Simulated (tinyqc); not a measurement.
UHF in the sto-6g basis, for CH2, spin multiplicity 3, step by step. One step of it, computed by the program tinyqc.

Problem. Iteration 2: building the Fock matrix. J_ij = sum D_kl (ij|kl) with D = D(alpha) + D(beta), K_ij = sum D_kl (ik|jl) for each spin; F = H + J - K(s); E = tr D H + tr D J / 2 - 0.5 sum_s tr D(s) K(s) + E_nn.

D(alpha) after iteration 1, order 1C 1s, 1C 2s, 1C 2px, 1C 2py, 1C 2pz, 2H 1s, 3H 1s:
$$\begin{pmatrix}
1.054890 & -0.215432 & 0.000000 & -0.000088 & 0.060251 & -0.019582 & -0.020693 \\
-0.215432 & 0.895290 & 0.000000 & 0.003472 & -0.377096 & -0.000417 & -0.001133 \\
0.000000 & 0.000000 & 1.000000 & 0.000000 & 0.000000 & 0.000000 & 0.000000 \\
-0.000088 & 0.003472 & 0.000000 & 0.284652 & -0.001832 & 0.241429 & -0.240509 \\
0.060251 & -0.377096 & 0.000000 & -0.001832 & 0.587795 & 0.240681 & 0.239448 \\
-0.019582 & -0.000417 & 0.000000 & 0.241429 & 0.240681 & 0.339988 & -0.070002 \\
-0.020693 & -0.001133 & 0.000000 & -0.240509 & 0.239448 & -0.070002 & 0.336008
\end{pmatrix}$$

D(beta) after iteration 1, order 1C 1s, 1C 2s, 1C 2px, 1C 2py, 1C 2pz, 2H 1s, 3H 1s:
$$\begin{pmatrix}
1.035502 & -0.120443 & 0.000000 & -0.000062 & -0.016090 & -0.066913 & -0.068147 \\
-0.120443 & 0.473962 & 0.000000 & 0.002341 & 0.066975 & 0.181926 & 0.179510 \\
0.000000 & 0.000000 & 0.000000 & 0.000000 & 0.000000 & 0.000000 & 0.000000 \\
-0.000062 & 0.002341 & 0.000000 & 0.270789 & -0.000706 & 0.241278 & -0.239186 \\
-0.016090 & 0.066975 & 0.000000 & -0.000706 & 0.009469 & 0.024768 & 0.026265 \\
-0.066913 & 0.181926 & 0.000000 & 0.241278 & 0.024768 & 0.283670 & -0.143754 \\
-0.068147 & 0.179510 & 0.000000 & -0.239186 & 0.026265 & -0.143754 & 0.281321
\end{pmatrix}$$

core Hamiltonian H = T + V (hartree), order 1C 1s, 1C 2s, 1C 2px, 1C 2py, 1C 2pz, 2H 1s, 3H 1s:
$$\begin{pmatrix}
-18.937397 & -4.353972 & 0.000000 & 0.000677 & -0.021320 & -1.213622 & -1.278789 \\
-4.353972 & -5.633724 & 0.000000 & 0.004479 & -0.203027 & -2.545713 & -2.629983 \\
0.000000 & 0.000000 & -4.557529 & 0.000000 & 0.000000 & 0.000000 & 0.000000 \\
0.000677 & 0.004479 & 0.000000 & -4.739806 & 0.002403 & -1.696939 & 1.735165 \\
-0.021320 & -0.203027 & 0.000000 & 0.002403 & -4.642711 & -1.214606 & -1.241522 \\
-1.213622 & -2.545713 & 0.000000 & -1.696939 & -1.214606 & -3.666148 & -0.866142 \\
-1.278789 & -2.629983 & 0.000000 & 1.735165 & -1.241522 & -0.866142 & -3.722880
\end{pmatrix}$$

Two-electron integrals (ij|kl) in chemists' order, unique and non-zero (hartree):
```
(11|11) 3.543743    (21|11) 0.529462    (21|21) 0.100317    (22|11) 0.853596
(22|21) 0.199930    (22|22) 0.624844    (31|31) 0.021271    (32|31) 0.031868
(32|32) 0.138108    (33|11) 0.853598    (33|21) 0.199930    (33|22) 0.624843
(33|33) 0.673218    (41|41) 0.021271    (42|41) 0.031868    (42|42) 0.138108
(43|43) 0.036281    (44|11) 0.853598    (44|21) 0.199930    (44|22) 0.624843
(44|33) 0.600655    (44|44) 0.673218    (51|51) 0.021271    (52|51) 0.031868
(52|52) 0.138108    (53|53) 0.036281    (54|54) 0.036281    (55|11) 0.853598
(55|21) 0.199930    (55|22) 0.624843    (55|33) 0.600655    (55|44) 0.600655
(55|55) 0.673218    (61|11) 0.154735    (61|21) 0.028192    (61|22) 0.055171
(61|33) 0.054961    (61|41) 0.001521    (61|42) 0.002925    (61|44) 0.055390
(61|51) 0.001040    (61|52) 0.002000    (61|54) 0.000293    (61|55) 0.055162
(61|61) 0.008148    (62|11) 0.341756    (62|21) 0.081078    (62|22) 0.275614
(62|33) 0.269362    (62|41) 0.006776    (62|42) 0.043662    (62|44) 0.282144
(62|51) 0.004632    (62|52) 0.029848    (62|54) 0.008738    (62|55) 0.275336
(62|61) 0.023448    (62|62) 0.155405    (63|31) 0.009061    (63|32) 0.045248
(63|43) 0.008704    (63|53) 0.005950    (63|63) 0.019910    (64|11) 0.232914
(64|21) 0.056075    (64|22) 0.201914    (64|33) 0.191748    (64|41) 0.013151
(64|42) 0.074994    (64|44) 0.218077    (64|51) 0.002795    (64|52) 0.020335
(64|54) 0.012049    (64|55) 0.195917    (64|61) 0.017073    (64|62) 0.135425
(64|64) 0.135781    (65|11) 0.159223    (65|21) 0.038334    (65|22) 0.138032
(65|33) 0.131082    (65|41) 0.002795    (65|42) 0.020335    (65|44) 0.137180
(65|51) 0.010972    (65|52) 0.059149    (65|54) 0.012873    (65|55) 0.145832
(65|61) 0.011671    (65|62) 0.092578    (65|64) 0.079211    (65|65) 0.074060
(66|11) 0.481405    (66|21) 0.116443    (66|22) 0.446201    (66|33) 0.422536
(66|41) 0.012918    (66|42) 0.108438    (66|44) 0.470920    (66|51) 0.008831
(66|52) 0.074130    (66|54) 0.033077    (66|55) 0.445147    (66|61) 0.034367
(66|62) 0.310839    (66|64) 0.300268    (66|65) 0.205268    (66|66) 0.774999
(71|11) 0.163148    (71|21) 0.029718    (71|22) 0.058133    (71|33) 0.057912
(71|41) -0.001601   (71|42) -0.003076   (71|44) 0.058365    (71|51) 0.001095
(71|52) 0.002103    (71|54) -0.000309   (71|55) 0.058124    (71|61) 0.008337
(71|62) 0.023191    (71|64) 0.015178    (71|65) 0.011539    (71|66) 0.033091
(71|71) 0.009054    (72|11) 0.354005    (72|21) 0.083947    (72|22) 0.284575
(72|33) 0.278194    (72|41) -0.007004   (72|42) -0.044767   (72|44) 0.291239
(72|51) 0.004788    (72|52) 0.030603    (72|54) -0.008918   (72|55) 0.284290
(72|61) 0.022789    (72|62) 0.119359    (72|64) 0.073900    (72|65) 0.069177
(72|66) 0.190073    (72|71) 0.025574    (72|72) 0.164484    (73|31) 0.009469
(73|32) 0.047026    (73|43) -0.008967   (73|53) 0.006130    (73|63) 0.014555
(73|73) 0.021311    (74|11) -0.238907   (74|21) -0.057502   (74|22) -0.206488
(74|33) -0.196076   (74|41) 0.013670    (74|42) 0.077313    (74|44) -0.223076
(74|51) -0.002872   (74|52) -0.020704   (74|54) 0.012327    (74|55) -0.200312
(74|61) -0.014754   (74|62) -0.072867   (74|64) -0.031766   (74|65) -0.041328
(74|66) -0.104938   (74|71) -0.018460   (74|72) -0.142031   (74|74) 0.141745
(75|11) 0.163318    (75|21) 0.039309    (75|22) 0.141156    (75|33) 0.134038
(75|41) -0.002872   (75|42) -0.020704   (75|44) 0.140235    (75|51) 0.011432
(75|52) 0.061179    (75|54) -0.013204   (75|55) 0.149194    (75|61) 0.011241
(75|62) 0.068723    (75|64) 0.041594    (75|65) 0.053519    (75|66) 0.116830
(75|71) 0.012619    (75|72) 0.097093    (75|74) -0.082329   (75|75) 0.077591
(76|11) 0.107617    (76|21) 0.025613    (76|22) 0.090146    (76|33) 0.087702
(76|41) 0.000017    (76|42) 0.000161    (76|44) 0.090146    (76|51) 0.002412
(76|52) 0.016479    (76|54) 0.000047    (76|55) 0.092590    (76|61) 0.007246
(76|62) 0.046601    (76|64) 0.035051    (76|65) 0.030466    (76|66) 0.088179
(76|71) 0.007631    (76|72) 0.047765    (76|74) -0.035425   (76|75) 0.031005
(76|76) 0.016789    (77|11) 0.490768    (77|21) 0.118649    (77|22) 0.452572
(77|33) 0.428586    (77|41) -0.013313   (77|42) -0.110149   (77|44) 0.477627
(77|51) 0.009101    (77|52) 0.075298    (77|54) -0.033524   (77|55) 0.451504
(77|61) 0.031993    (77|62) 0.186580    (77|64) 0.104490    (77|65) 0.115470
(77|66) 0.299667    (77|71) 0.036911    (77|72) 0.321154    (77|74) -0.307661
(77|75) 0.210318    (77|76) 0.088179    (77|77) 0.774999
```

nuclear repulsion = 6.29065992 hartree

Give: Coulomb J; exchange K(alpha); exchange K(beta); F(alpha); F(beta); total energy of this density.

Solution.

Coulomb J (hartree), order 1C 1s, 1C 2s, 1C 2px, 1C 2py, 1C 2pz, 2H 1s, 3H 1s:
$$\begin{pmatrix}
11.4357 & 2.0782 & 0.0000 & -0.0003 & 0.0126 & 0.5923 & 0.6243 \\
2.0782 & 5.0929 & 0.0000 & -0.0009 & 0.1273 & 2.2765 & 2.3498 \\
0.0000 & 0.0000 & 5.0531 & 0.0000 & 0.0000 & 0.0000 & 0.0000 \\
-0.0003 & -0.0009 & 0.0000 & 5.1472 & -0.0007 & 1.6764 & -1.7136 \\
0.0126 & 0.1273 & 0.0000 & -0.0007 & 5.0783 & 1.1793 & 1.2058 \\
0.5923 & 2.2765 & 0.0000 & 1.6764 & 1.1793 & 3.8060 & 0.7483 \\
0.6243 & 2.3498 & 0.0000 & -1.7136 & 1.2058 & 0.7483 & 3.8494
\end{pmatrix}$$

exchange K(alpha) (hartree), order 1C 1s, 1C 2s, 1C 2px, 1C 2py, 1C 2pz, 2H 1s, 3H 1s:
$$\begin{pmatrix}
3.6340 & 0.5976 & 0.0000 & -0.0001 & -0.0006 & 0.1802 & 0.1896 \\
0.5976 & 0.9932 & 0.0000 & -0.0014 & -0.0439 & 0.4910 & 0.5050 \\
0.0000 & 0.0000 & 0.8625 & 0.0000 & 0.0000 & 0.0000 & 0.0000 \\
-0.0001 & -0.0014 & 0.0000 & 0.7028 & -0.0034 & 0.3515 & -0.3561 \\
-0.0006 & -0.0439 & 0.0000 & -0.0034 & 0.7716 & 0.2451 & 0.2482 \\
0.1802 & 0.4910 & 0.0000 & 0.3515 & 0.2451 & 0.6683 & 0.1646 \\
0.1896 & 0.5050 & 0.0000 & -0.3561 & 0.2482 & 0.1646 & 0.6784
\end{pmatrix}$$

exchange K(beta) (hartree), order 1C 1s, 1C 2s, 1C 2px, 1C 2py, 1C 2pz, 2H 1s, 3H 1s:
$$\begin{pmatrix}
3.5776 & 0.5488 & 0.0000 & -0.0001 & 0.0028 & 0.1623 & 0.1711 \\
0.5488 & 0.6723 & 0.0000 & -0.0022 & 0.1681 & 0.4249 & 0.4354 \\
0.0000 & 0.0000 & 0.1374 & 0.0000 & 0.0000 & 0.0000 & 0.0000 \\
-0.0001 & -0.0022 & 0.0000 & 0.6146 & -0.0021 & 0.3326 & -0.3366 \\
0.0028 & 0.1681 & 0.0000 & -0.0021 & 0.1915 & 0.1633 & 0.1678 \\
0.1623 & 0.4249 & 0.0000 & 0.3326 & 0.1633 & 0.5898 & 0.1186 \\
0.1711 & 0.4354 & 0.0000 & -0.3366 & 0.1678 & 0.1186 & 0.5991
\end{pmatrix}$$

F(alpha) (hartree), order 1C 1s, 1C 2s, 1C 2px, 1C 2py, 1C 2pz, 2H 1s, 3H 1s:
$$\begin{pmatrix}
-11.1358 & -2.8734 & 0.0000 & 0.0005 & -0.0081 & -0.8016 & -0.8441 \\
-2.8734 & -1.5341 & 0.0000 & 0.0049 & -0.0318 & -0.7603 & -0.7851 \\
0.0000 & 0.0000 & -0.3670 & 0.0000 & 0.0000 & 0.0000 & 0.0000 \\
0.0005 & 0.0049 & 0.0000 & -0.2954 & 0.0052 & -0.3720 & 0.3777 \\
-0.0081 & -0.0318 & 0.0000 & 0.0052 & -0.3360 & -0.2805 & -0.2839 \\
-0.8016 & -0.7603 & 0.0000 & -0.3720 & -0.2805 & -0.5284 & -0.2824 \\
-0.8441 & -0.7851 & 0.0000 & 0.3777 & -0.2839 & -0.2824 & -0.5519
\end{pmatrix}$$

F(beta) (hartree), order 1C 1s, 1C 2s, 1C 2px, 1C 2py, 1C 2pz, 2H 1s, 3H 1s:
$$\begin{pmatrix}
-11.0793 & -2.8245 & 0.0000 & 0.0005 & -0.0116 & -0.7837 & -0.8255 \\
-2.8245 & -1.2132 & 0.0000 & 0.0058 & -0.2438 & -0.6942 & -0.7156 \\
0.0000 & 0.0000 & 0.3582 & 0.0000 & 0.0000 & 0.0000 & 0.0000 \\
0.0005 & 0.0058 & 0.0000 & -0.2072 & 0.0039 & -0.3531 & 0.3582 \\
-0.0116 & -0.2438 & 0.0000 & 0.0039 & 0.2441 & -0.1986 & -0.2035 \\
-0.7837 & -0.6942 & 0.0000 & -0.3531 & -0.1986 & -0.4500 & -0.2364 \\
-0.8255 & -0.7156 & 0.0000 & 0.3582 & -0.2035 & -0.2364 & -0.4726
\end{pmatrix}$$

total energy of this density = -38.789008 hartree
